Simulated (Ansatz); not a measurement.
The input, for Ansatz 0.2.0:

```yaml
crystal:
  periodic: [false, false, false]
  atoms:
    - {symbol: B, position_ang: [0.000000, 0.000000, 1.306995]}
    - {symbol: P, position_ang: [0.000000, 0.000000, -0.580784]}
    - {symbol: H, position_ang: [0.000000, 1.031797, 1.914372]}
    - {symbol: H, position_ang: [0.000000, -1.031797, 1.914372]}
basis:
  gaussian: {orbitals: cc-pVDZ}
magnetization: {spin_polarized: false, initial_magnetization: 2}
correlation: {active_space: {ras: {orbitals: [4, 2, 30], electrons: 10, max_holes: 2, max_particles: 2}, fixed_orbitals: true}}
```

```sh
$ ansatz run in.yaml --threads 1 --pin off --events-out ev --progress --plain --max-ram 2393MiB
```

(1) Roughly how long does this take on 1 thread of Intel Xeon, shared host, and how much host memory?

```
409 factors; integrals over basis functions are off by at most 8.1e-4 eV
mean field evaluation 1: about -9972.8283 eV, gradient 1.1e1 eV
mean field evaluation 2: about -9972.8586 eV, gradient 1.1e1 eV
mean field evaluation 4: about -9973.8293 eV, gradient 9.9e-1 eV
mean field evaluation 8: about -9973.8404 eV, gradient 7.4e-2 eV
mean field -9973.84054032 eV, -366.5318793447 hartree, gradient 4.4e-6 eV, S^2 2.000000; 0 other end points of the search recorded, 0 dependent functions left out
reference -9973.84054032 eV, -366.5318793447 hartree; 12, 10 occupied and 30, 32 virtual orbitals, 409 factors
state -9978.91251502 eV, -366.7182709773 hartree
Total energy: -9978.91251502 eV, -366.7182709773 hartree
```

Natural occupations: 1.9722 1.9657 1.9632 1.9505 0.9936 0.9903 0.0266 0.0200 0.0174 0.0141 0.0095 0.0095 0.0086 0.0084 0.0082 0.0061 0.0051 0.0050 0.0048 0.0037 0.0033 0.0033 0.0022 0.0021.

For the same geometry and basis UCCSDT(Q) lies 533.0 meV lower.

## Answers

(1) 8 s wall and 0.1 GiB.
